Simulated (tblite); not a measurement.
C3H3ClFS (doublet state).
Structure used (GFN2-xTB), in Å, numbered top down from 1:
```
atom  x, y, z in Å
C1    -1.5090   -0.0020   -0.1466
S2    -0.1755   -0.3442   -1.3270
C3     1.2316   -0.3438   -0.1772
Cl4    1.1738   -1.5130    1.0876
C5     2.1759    0.5470   -0.2497
F6     2.4264    1.4769   -1.1439
H7    -2.4379   -0.0890   -0.7008
H8    -1.4728   -0.7330    0.6552
H9    -1.3989    1.0070    0.2396
```

Computed values, GFN2-xTB/tblite, gas phase, harmonic and unscaled. Errors from tens to a few hundred cm⁻¹ against measured bands are possible. One conformer, not necessarily the lowest. Open shells enter through the occupations alone, without spin polarisation, and single modes of such species can be off by tens of per cent.

Harmonic wavenumbers (cm⁻¹): 46.0, 120.3, 145.7, 168.3, 257.5, 276.3, 386.1, 411.9, 521.9, 722.4, 738.2, 930.0, 943.7, 1086.4, 1304.7, 1428.1, 1432.9, 1714.1, 3033.1, 3043.4, 3060.4.

A = 2389, B = 2052, C = 1229 MHz; mass 124.963 u (most abundant isotopes); point group C1, symmetry number 1; spin multiplicity 2.

**Question.** Zero-point energy?

**Answer.** ½Σν̃ = 10886 cm⁻¹ = 31.12 kcal/mol.

**Question.** What is S at 350 K and 1 bar for an ideal gas of classical rigid rotors and harmonic oscillators?

**Answer.** Translation 41.20, rotation 28.85, vibration 23.06, spin (R ln 2) 1.38: S = 94.5 cal/(mol K).

**Question.** And Cp and H(350 K) − H(0)?

**Answer.** Cp = 28.37 cal/(mol K), of which vibrations give 20.42 (their classical limit is 21 R = 41.7); H(350 K) − H(0) = 6.87 kcal/mol without the zero-point energy, 4.09 from vibrations.

**Question.** Blend soft modes into free rotors: weight 1/[1 + (100 cm⁻¹/ν̃)⁴] for the oscillator and the rest for a rotor with moment μB/(μ + B), μ = h/(8π²ν), B = 10⁻⁴⁴ kg m². What vibrational entropy results?

**Answer.** 21.34 cal/(mol K) in place of 23.06, which changes −T·S at 350 K by +0.60 kcal/mol.

**Question.** How do the functions run with temperature in this model?

**Answer.** 
| T (K) | S (cal/(mol K)) | Cp (cal/(mol K)) | H − H(0) (kcal/mol) | G − H(0) (kcal/mol) | ln q(vib) |
| --- | --- | --- | --- | --- | --- |
| 100 | 67.5 | 15.9 | 1.16 | -5.59 | 1.20 |
| 200 | 80.5 | 22.0 | 3.07 | -13.03 | 3.07 |
| 300 | 90.3 | 26.4 | 5.50 | -21.58 | 4.87 |
| 500 | 105.4 | 33.0 | 11.49 | -41.23 | 8.12 |
| 800 | 122.3 | 38.8 | 22.35 | -75.52 | 12.25 |
| 1000 | 131.3 | 41.3 | 30.38 | -100.91 | 14.64 |

q(vib) and H(0) count from the zero-point level.

**Question.** What must be added to the electronic energy to get the Gibbs energy at 350 K and 1 bar?

**Answer.** ZPE + [H(350 K) − H(0)] − T·S = 31.12 + 6.87 − 33.07 = 4.92 kcal/mol.

Hindered rotation and anharmonicity are outside this model. Other conformers, if any are populated, would add a mixing term that is left out. The structure is chiral; the term R ln 2 for an equal mix with its mirror image is left out.

Time: 0.32 s. Hardware: an AMD EPYC 7R43 with one thread, shared host with 256 logical CPUs at a one-minute load of 77. The figure is for the frequency step alone.
